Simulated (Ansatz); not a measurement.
The first iterations of a band of AlH5NSi (8 atoms, charge 0, multiplicity 2).

Theory: UKS PBE/STO-3G in Ansatz 0.2.0.

* movable images: 7
* climbing image: from the first iteration
* spring: 5.0 eV/Å²
* optimiser: fire
* start path: through a guess of the saddle point
* force threshold: 0.05 eV/Å
* iteration limit: 60
* end points: relaxed

Initial state:

```xyz
8
Properties=species:S:1:pos:R:3
N -2.034 0.927 -0.701
Al -0.201 0.850 -0.587
Si 0.796 -0.727 0.765
H -2.308 0.293 -1.548
H 0.577 1.998 -1.203
H 1.464 -0.139 1.920
H 1.828 -1.477 0.057
H -0.122 -1.725 1.298
```

Final state:

```xyz
8
Properties=species:S:1:pos:R:3
N -1.716 0.391 -1.536
Al -0.187 0.836 -0.618
Si 0.798 -0.726 0.761
H -2.547 0.693 -0.895
H 0.503 2.131 -1.007
H 1.498 -0.120 1.888
H 1.794 -1.532 0.064
H -0.143 -1.675 1.343
```

| iteration | highest image above the first end (eV) | largest band force component (eV/Å) |
| --- | --- | --- |
| 1 | 7.631 | 56.754 |
| 2 | 0.952 | 8.006 |
| 3 | 0.622 | 6.941 |
| 4 | 0.418 | 3.690 |
| 5 | 0.368 | 1.467 |
| 6 | 0.359 | 1.293 |
| 7 | 0.344 | 1.123 |
| 8 | 0.326 | 0.916 |
| 9 | 0.323 | 0.865 |
| 10 | 0.316 | 0.786 |
| 11 | 0.307 | 0.737 |
| 12 | 0.305 | 0.721 |
| 13 | 0.301 | 0.688 |
| 14 | 0.296 | 0.640 |

Problem. Does the band converge within its limit, and where does its top end?

Solution. It converged. It ended after 42 iterations with the highest image 0.280 eV above the first end. Another band between the same ends (7 images) ends at a top of the same energy, where a vibrational analysis finds 1 clearly imaginary mode. Limits of this set-up: minimal basis.

The run took 4.3 min on 1 thread of Intel(R) Xeon(R) 6975P-C (Granite Rapids) (shared host), peak memory 0.12 GiB.
